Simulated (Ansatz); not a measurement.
Input for Ansatz (development build ahead of 0.2.0):

```yaml
crystal:
  periodic: [false, false, false]
  atoms:
    - { symbol: P, position_ang: [0.0, 0.0, -0.86986] }
    - { symbol: P, position_ang: [0.0, 0.0, 0.86986] }
basis:
  gaussian: { orbitals: cc-pVTZ }
hamiltonian:
  xc: hf
correlation:
  method: mp2
  frozen_orbitals: { P: 5 }
```

The input is written out in the form of the current development build from the run's settings.

Output:

```yaml
Converged: yes
Reference_energy: -681.47655 hartree
Correlation_energy: -0.26606 hartree
Total_energy: -681.74261 hartree
Spin_squared_of_the_determinant: 0.000
```

Caution: no unrestricted run beside it, a lower state can exist.
